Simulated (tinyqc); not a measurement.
MP2 on RHF in the sto-3g basis, frozen core, for HF, spin multiplicity 1, step by step. Computed by tinyqc, a small Python program that keeps every step (integrals from PySCF). Settings: charge = 0, multiplicity = 1, basis = sto-3g, method = RHF, frozen orbitals = 1, energy threshold = 1e-10, iteration cap = 70, orthogonalisation = canonical, start = atomic densities, DIIS depth = 6. Command: `OMP_NUM_THREADS=1 python tinyqc.py 28870 28871 out.jsonl` (the two numbers bound the seeds that draw the settings). One thread of a shared host (Intel(R) Xeon(R) Processor @ 2.60GHz), about 0.1 s of CPU time with the checks. The early iterations of the SCF are left out here.

## One-electron integrals

Geometry (angstrom):
```
atom        x        y        z
F     0.00000  0.00000  0.00000
H     0.00000  0.00000  1.04800
```

Basis sto-3g: exponents (1/bohr^2) and contraction coefficients of normalised primitives:
```
element  l (shell)   exponent  coefficient
F            s (1)  166.67913      0.15433
F            s (1)   30.36081      0.53533
F            s (1)    8.21682      0.44463
F            s (2)    6.46480     -0.09997
F            s (2)    1.50228      0.39951
F            s (2)    0.48859      0.70012
F            p (3)    6.46480      0.15592
F            p (3)    1.50228      0.60768
F            p (3)    0.48859      0.39196
H            s (1)    3.42525      0.15433
H            s (1)    0.62391      0.53533
H            s (1)    0.16886      0.44463
```

Overlap, kinetic and nuclear-attraction integrals over the contracted functions; the nuclear repulsion is the sum of Za Zb / Rab.

nuclear repulsion = 4.5444608 hartree

overlap S, lower triangle:
```
          1F 1s    1F 2s   1F 2px   1F 2py   1F 2pz    2H 1s
1F 1s   1.00000
1F 2s   0.23799  1.00000
1F 2px  0.00000  0.00000  1.00000
1F 2py  0.00000  0.00000  0.00000  1.00000
1F 2pz  0.00000  0.00000  0.00000  0.00000  1.00000
2H 1s   0.03616  0.36597  0.00000  0.00000  0.30196  1.00000
```

kinetic energy T (hartree), lower triangle:
```
           1F 1s    1F 2s   1F 2px   1F 2py   1F 2pz    2H 1s
1F 1s   36.98458
1F 2s   -0.21286  1.03800
1F 2px   0.00000  0.00000  3.24801
1F 2py   0.00000  0.00000  0.00000  3.24801
1F 2pz   0.00000  0.00000  0.00000  0.00000  3.24801
2H 1s   -0.00639  0.06913  0.00000  0.00000  0.18201  0.76003
```

nuclear attraction V (hartree), lower triangle:
```
            1F 1s      1F 2s     1F 2px     1F 2py     1F 2pz     2H 1s
1F 1s   -77.51452
1F 2s    -9.29698  -12.04473
1F 2px    0.00000    0.00000  -11.92407
1F 2py    0.00000    0.00000    0.00000  -11.92407
1F 2pz   -0.01153   -0.14148    0.00000    0.00000  -12.00781
2H 1s    -1.45040   -3.29356    0.00000    0.00000   -2.38111  -5.65544
```

core Hamiltonian H = T + V (hartree), lower triangle:
```
            1F 1s      1F 2s    1F 2px    1F 2py    1F 2pz     2H 1s
1F 1s   -40.52994
1F 2s    -9.50984  -11.00673
1F 2px    0.00000    0.00000  -8.67606
1F 2py    0.00000    0.00000   0.00000  -8.67606
1F 2pz   -0.01153   -0.14148   0.00000   0.00000  -8.75980
2H 1s    -1.45678   -3.22444   0.00000   0.00000  -2.19910  -4.89540
```

## Two-electron integrals

Functions are numbered as in S; the eight-fold symmetry (ij|kl) = (ji|kl) = (kl|ij) leaves the list below.

Two-electron integrals (ij|kl) in chemists' order, unique and non-zero (hartree):
```
(11|11) 5.40350   (21|11) 0.84192   (21|21) 0.15630   (22|11) 1.26803
(22|21) 0.29234   (22|22) 0.92617   (31|31) 0.02800   (32|31) 0.04317
(32|32) 0.20459   (33|11) 1.26450   (33|21) 0.29240   (33|22) 0.92596
(33|33) 0.99751   (41|41) 0.02800   (42|41) 0.04317   (42|42) 0.20459
(43|43) 0.05377   (44|11) 1.26450   (44|21) 0.29240   (44|22) 0.92596
(44|33) 0.88997   (44|44) 0.99751   (51|51) 0.02800   (52|51) 0.04317
(52|52) 0.20459   (53|53) 0.05377   (54|54) 0.05377   (55|11) 1.26450
(55|21) 0.29240   (55|22) 0.92596   (55|33) 0.88997   (55|44) 0.88997
(55|55) 0.99751   (61|11) 0.12970   (61|21) 0.02388   (61|22) 0.04439
(61|33) 0.04432   (61|44) 0.04432   (61|51) 0.00098   (61|52) 0.00184
(61|55) 0.04454   (61|61) 0.00369   (62|11) 0.33225   (62|21) 0.07764
(62|22) 0.27488   (62|33) 0.27083   (62|44) 0.27083   (62|51) 0.00530
(62|52) 0.04153   (62|55) 0.28270   (62|61) 0.01204   (62|62) 0.10087
(63|31) 0.00808   (63|32) 0.04806   (63|53) 0.00872   (63|63) 0.01487
(64|41) 0.00808   (64|42) 0.04806   (64|54) 0.00872   (64|64) 0.01487
(65|11) 0.22771   (65|21) 0.05389   (65|22) 0.20422   (65|33) 0.19552
(65|44) 0.19552   (65|51) 0.01130   (65|52) 0.07728   (65|55) 0.22139
(65|61) 0.00870   (65|62) 0.09192   (65|65) 0.09800   (66|11) 0.49172
(66|21) 0.11679   (66|22) 0.47717   (66|33) 0.46100   (66|44) 0.46100
(66|51) 0.00989   (66|52) 0.10950   (66|55) 0.50898   (66|61) 0.01822
(66|62) 0.22577   (66|65) 0.23915   (66|66) 0.77461
```

## Orthogonalisation

S = U s U^T; canonical form X = U s^(-1/2), so that X^T S X = 1. Each column of U has its largest component positive (the first on a tie).

eigenvalues of S: 0.50022  0.84624  1.00000  1.00000  1.12784  1.52569

X:
```
               1         2        3         4         5        6
1F 1s    0.33267   0.74358  0.00000   0.00000  -0.58013  0.25237
1F 2s   -0.84003  -0.43467  0.00000   0.00000  -0.35036  0.47806
1F 2px   0.00000   0.00000  0.02962   0.99956   0.00000  0.00000
1F 2py   0.00000   0.00000  0.99956  -0.02962   0.00000  0.00000
1F 2pz  -0.56241   0.59100  0.00000   0.00000   0.60199  0.30018
2H 1s    0.93085  -0.30093  0.00000   0.00000   0.25487  0.52259
```

Within a degenerate level the vectors are fixed only up to a rotation; this is one choice.

## Starting guess

The start is atomic minimal-basis densities projected into this basis (PySCF's MINAO start) and scaled to the electron count of each spin; this density is not idempotent, so its energy is not variational and may lie below the converged one.

D at the start, lower triangle:
```
           1F 1s     1F 2s   1F 2px   1F 2py   1F 2pz    2H 1s
1F 1s    2.15682
1F 2s   -0.50606   2.13375
1F 2px   0.00000   0.00000  1.63683
1F 2py   0.00000   0.00000  0.00000  1.63683
1F 2pz   0.01415  -0.07825  0.00000  0.00000  1.52528
2H 1s   -0.01565   0.04882  0.00000  0.00000  0.16860  1.01493
```

## Iteration 7 (converged): orbitals

converged F (hartree), lower triangle:
```
            1F 1s     1F 2s    1F 2px    1F 2py    1F 2pz     2H 1s
1F 1s   -25.90241
1F 2s    -6.62370  -3.02993
1F 2px    0.00000   0.00000  -0.46203
1F 2py    0.00000   0.00000   0.00000  -0.46203
1F 2pz   -0.02009  -0.05960   0.00000   0.00000  -0.28881
2H 1s    -1.02432  -0.91238   0.00000   0.00000  -0.51656  -0.44057
```

Diagonalise F' = X^T F X, C = X C', fill 5 alpha and 5 beta electrons from the bottom; D = 2 C_occ C_occ^T. Each column has its largest component positive (the first on a tie).

F' = X^T F X (hartree), lower triangle:
```
          1          2         3         4          5         6
1  -0.49124
2  -3.01923  -10.33670
3   0.00000    0.00000  -0.46203
4   0.00000    0.00000   0.00000  -0.46203
5   2.39617   10.37197   0.00000   0.00000  -11.56866
6  -1.15745   -5.95218   0.00000   0.00000    6.69963  -4.99509
```

orbital energies (hartree): MO1 -25.91195, MO2 -1.43874, MO3 -0.54492, MO4 -0.46203, MO5 -0.46203, MO6 0.50393

coefficients C:
```
             MO1       MO2       MO3      MO4       MO5       MO6
1F 1s    0.99484  -0.25382   0.06840  0.00000   0.00000   0.07071
1F 2s    0.02153   0.96803  -0.35571  0.00000   0.00000  -0.42641
1F 2px   0.00000   0.00000   0.00000  0.99987  -0.01607   0.00000
1F 2py   0.00000   0.00000   0.00000  0.01607   0.99987   0.00000
1F 2pz   0.00209   0.05513   0.69093  0.00000   0.00000  -0.79853
2H 1s   -0.00443   0.13148   0.55902  0.00000   0.00000   0.98250
```

D after iteration 7, lower triangle:
```
           1F 1s     1F 2s   1F 2px   1F 2py   1F 2pz    2H 1s
1F 1s    2.11763
1F 2s   -0.49723   2.12813
1F 2px   0.00000   0.00000  2.00000
1F 2py   0.00000   0.00000  0.00000  2.00000
1F 2pz   0.07070  -0.38472  0.00000  0.00000  0.96087
2H 1s    0.00091  -0.14332  0.00000  0.00000  0.78697  0.65961
```

Within a degenerate level the vectors are fixed only up to a rotation; this is one choice.

## Convergence

Stop when the energy changes by less than 1e-10 hartree and every element of the error matrix X^T (F D S - S D F) X is below 3e-06.

Course of the cycle:
```
iteration  E (hartree)     change  largest element of the error matrix
1          -99.2926628          -                             8.41e-01
2          -98.5204554   7.72e-01                             1.97e-01
3          -98.5629364  -4.25e-02                             2.57e-02
4          -98.5635357  -5.99e-04                             4.02e-03
5          -98.5635434  -7.69e-06                             6.08e-05
6          -98.5635434  -1.97e-09                             8.73e-07
7          -98.5635434  -9.66e-13                             6.67e-09
```

PySCF RHF in the same basis = -98.5635434 hartree

Converged in 7 iterations.

## Populations, bond orders and dipole

Mulliken: Z minus the diagonal of D S on the atom; Loewdin: the same with S^(1/2) D S^(1/2); Mayer order: 2 sum_s sum (D(s) S)_ij (D(s) S)_ji over the two atoms.

Charges (e):
```
atom  Mulliken   Loewdin
1F    -0.15517  -0.11920
2H     0.15517   0.11920
```

Mayer bond orders:
```
pair    order
2-1   0.97592
```

dipole moment about the origin, x y z (debye): 0.00000  0.00000  1.17027

## Integrals over molecular orbitals

(pq|rs) = sum C_ip C_jq C_kr C_ls (ij|kl), one index at a time.

one-electron integrals over orbitals h = C^T H C (hartree), lower triangle:
```
           1         2         3         4         5         6
1  -40.51214
2    0.71179  -9.13352
3   -0.18237   0.55397  -7.29057
4    0.00000   0.00000   0.00000  -8.67606
5    0.00000   0.00000   0.00000   0.00000  -8.67606
6   -0.19289   1.02967   2.02583   0.00000   0.00000  -6.08683
```

Two-electron integrals over orbitals (pq|rs), unique and non-zero (hartree); the lowest 1 orbital is frozen and left out:
```
(22|22) 0.86068    (32|22) -0.03406   (32|32) 0.15081    (33|22) 0.73227
(33|32) -0.03341   (33|33) 0.72859    (42|42) 0.18455    (43|42) -0.03729
(43|43) 0.04247    (44|22) 0.88496    (44|32) -0.07546   (44|33) 0.72449
(44|44) 0.99751    (52|52) 0.18455    (53|52) -0.03729   (53|53) 0.04247
(54|54) 0.05377    (55|22) 0.88496    (55|32) -0.07546   (55|33) 0.72449
(55|44) 0.88997    (55|55) 0.99751    (62|22) -0.11320   (62|32) -0.05918
(62|33) -0.02973   (62|44) -0.11105   (62|55) -0.11105   (62|62) 0.09394
(63|22) -0.19436   (63|32) 0.09219    (63|33) -0.11144   (63|44) -0.21618
(63|55) -0.21618   (63|62) 0.04978    (63|63) 0.19877    (64|42) -0.03714
(64|43) -0.01804   (64|64) 0.03055    (65|52) -0.03714   (65|53) -0.01804
(65|65) 0.03055    (66|22) 0.66527    (66|32) 0.06129    (66|33) 0.66484
(66|44) 0.64200    (66|55) 0.64200    (66|62) -0.06259   (66|63) -0.01892
(66|66) 0.70147
```

## Second-order Moller-Plesset energy

Hartree-Fock energy = -98.5635434 hartree

E2 = sum_ijab (ia|jb) [2 (ia|jb) - (ib|ja)] / (e_i + e_j - e_a - e_b) over occupied i, j and virtual a, b; the opposite-spin part is (ia|jb)^2 / denominator, the rest is same-spin, and SCS-MP2 scales them by 6/5 and 1/3.

Terms:
```
i  j  a  b  (ia|jb)  (ib|ja)  denominator      term
3  3  6  6  0.19877  0.19877     -2.09769  -0.01883
2  2  6  6  0.09394  0.09394     -3.88534  -0.00227
2  3  6  6  0.04978  0.04978     -2.99152  -0.00083
3  2  6  6  0.04978  0.04978     -2.99152  -0.00083
4  4  6  6  0.03055  0.03055     -1.93191  -0.00048
5  5  6  6  0.03055  0.03055     -1.93191  -0.00048
```

Pair energies (hartree; pair i-j sums ij and ji):
```
pair  opposite spin  same spin
2-2        -0.00227    0.00000
3-2        -0.00166    0.00000
3-3        -0.01883    0.00000
4-4        -0.00048    0.00000
5-5        -0.00048    0.00000
```

MP2 correlation energy = -0.0237280 hartree

SCS-MP2 correlation energy = -0.0284736 hartree

MP2 total energy = -98.5872714 hartree
